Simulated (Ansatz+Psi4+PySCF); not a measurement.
## triplet AlN: levels of theory in one basis

```csv
atom,x (Å),y (Å),z (Å)
Al,0.0000,0.0000,0.0000
N,0.0000,0.0000,1.7900
```

Basis set: cc-pVTZ on N; cc-pV(T+d)Z on Al (spherical functions). Frozen core: 6 orbitals. Correlation on ROHF uses semicanonical orbitals with singles. Charge 0, multiplicity 3.

Computed with Ansatz (development build ahead of 0.2.0); each method stands on the lowest determinant of its kind that the runs found.

| method | E − E(ROHF) (eV) | <S²> of the determinant |
| --- | --- | --- |
| ROHF | 0.00 | 2.00 |
| UHF | -0.16 | 2.15 |
| ROHF-MP2 | -4.94 | – |
| UHF-MP2 | -4.85 | 2.15 |
| ROHF-CCSD | -5.70 | – |
| UHF-CCSD | -5.71 | 2.15 |
| ROHF-CCSD(T) | -5.88 | – |
| UHF-CCSD(T) | -5.92 | 2.15 |
| ROHF-CCSDT | -5.91 | – |
| UHF-CCSDT | -5.91 | 2.15 |

Caution for ROHF, ROHF-MP2, ROHF-CCSD, ROHF-CCSD(T), ROHF-CCSDT: the determinant may break the point group. Caution for UHF, UHF-MP2, UHF-CCSD, UHF-CCSD(T), UHF-CCSDT: the unrestricted determinant is spin contaminated; the determinant breaks the point group. Caution for UHF-MP2, UHF-CCSD, UHF-CCSD(T), UHF-CCSDT: large amplitudes, a single reference is doubtful. Caution for ROHF-CCSD(T), UHF-CCSD(T), ROHF-CCSDT, UHF-CCSDT: another reference gives a lower total.
